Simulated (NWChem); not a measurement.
Species: CH3O anion

```xyz
5

C      0.0000     0.0000    -0.5411
O      0.0000     0.0000     0.7951
H      0.7284     0.7284    -1.0381
H      0.2666    -0.9951    -1.0381
H     -0.9951     0.2666    -1.0381
```
Atoms are numbered in this order, from 1.

Program: NWChem. The geometry was optimised at B3LYP/def2-SVPD. The highest occupied level is positive in some or all of these runs, so the extra electron may be held by the finite basis. Total energies of different functionals are on different scales.

| level | energy (Ha) | highest occupied level (eV) | orbital gap (eV) |
|---|---|---|---|
| B3LYP/def2-SVPD | -115.0325 | 0.93 | 4.30 |
| PBE/def2-SVPD | -114.8951 | 2.11 | 2.79 |
| LDA (Slater exchange, VWN5)/def2-SVPD | -114.1113 | 1.97 | 2.86 |
| BLYP/def2-SVPD | -114.9954 | 2.15 | 2.71 |
| PBE0/def2-SVPD | -114.8937 | 0.76 | 4.77 |
| MPW1K/def2-SVPD | -114.9818 | -0.28 | 6.23 |
| B97-D/def2-SVPD | -114.9620 | 2.08 | 2.92 |
| HCTH/407/def2-SVPD | -115.0260 | 1.87 | 2.59 |
| RPBE/def2-SVPD | -115.0317 | 2.13 | 2.67 |
| BHandHLYP/def2-SVPD | -114.9523 | -0.63 | 6.58 |
